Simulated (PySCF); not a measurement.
B(Cl)3 anion (BCl3), SMILES B(Cl)(Cl)Cl (connectivity only; charge and spin as stated), charge -1, multiplicity 2. Geometry optimised at PBE-D3(BJ)/def2-SVPD. The spin state was assumed, not searched. The isomer is the one that the SMILES or the coordinates give; other isomers of the formula were not compared.

Computed with PBE-D3(BJ)/def2-SVPD in PySCF.

Harmonic wavenumbers (cm⁻¹): 207, 207, 306, 485, 667, 667. Rotational constants (GHz): 2.922, 2.922, 1.485; symmetry number 3.

Problem. Work out the zero-point energy and the ideal-gas rigid-rotor harmonic-oscillator thermochemistry at 298.15 K and 1 atm.

Solution. ZPE = ½ Σ hcν = ½ × 2538 cm⁻¹ = 15.18 kJ/mol. H − E(el) = 30.35 kJ/mol. Entropy in J/(mol K): translation 168.16, rotation 106.47, vibration 28.94, spin 5.76, total 309.33. G − E(el) = -61.87 kJ/mol. Cp = 68.38 J/(mol K).
